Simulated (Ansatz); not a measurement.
# Ge–NH₂, quartet in cc-pVTZ: errors against UCCSDT(Q)

Geometry: a PBE0/def2-TZVP stationary point for this spin, not checked as a minimum.

```xyz
4

Ge    0.0000    0.0000    0.4319
N     0.0000    0.0000   -1.8834
H     0.0000    0.8309   -2.4773
H     0.0000   -0.8309   -2.4773
```

Basis cc-pVTZ; Ansatz 0.2.0. Only valence electrons are correlated (noble-gas cores and the filled d shells of p-block atoms frozen), which leaves 11 electrons in 86 orbitals. Prefix R: restricted or restricted open-shell reference; prefix U: unrestricted. Active spaces: valence = (11e, 10o) chosen from the atoms' valence shells. No spin–orbit coupling is included, and no scalar relativity.

Full CI isn't at hand for all of this; UCCSDT(Q) serves as the reference, and is uncertain by about the last step of the cluster series. The frozen core follows each run's orbitals, which can shift R against U totals by a few meV for light atoms and by up to 0.1 eV past Ca.

- UHF ⟨S²⟩: 3.793
- T1 diagnostic (RCCSD): 0.0181
- largest doubles amplitude (RCCSD): 0.047
- T1 diagnostic (UCCSD): 0.0161

```tsv
level	E − E(UCCSDT(Q)) (mEh)	share of correlation (%)	wall time
UHF	281.86	3.36	–
UMP2	41.07	85.92	–
UCCSD	10.33	96.46	–
UCCSD(T)	1.43	99.51	11 s (H100)
UCCSDT	0.36	99.88	–
```

The correlation energy at UCCSDT(Q), counted from RHF, is -7.936 eV. That run took 22 s on 2 threads of AMD EPYC 7R13 with a shared H100 80 GB, shared host.

Run but not shown, since their state or frozen core can't be matched to the reference's or they repeat it: RHF, RMP2, RCCSD, RCCSD(T), BCCD(T), RCCSDT, RCCSDT(Q), CASSCF (valence space), NEVPT2 (valence space), MRCISD (valence space), MRCISD+Q (valence space).

Times hold each run's SCF and search for its determinant on a shared host, so for small cases they say little of a method's own cost.

Natural occupations of CASSCF (valence space) about the gap: 1.983 1.975 1.974 1.001 1.000 1.000 0.024 0.024 0.019; effectively unpaired electrons, Σ n²(2−n)², 3.01.
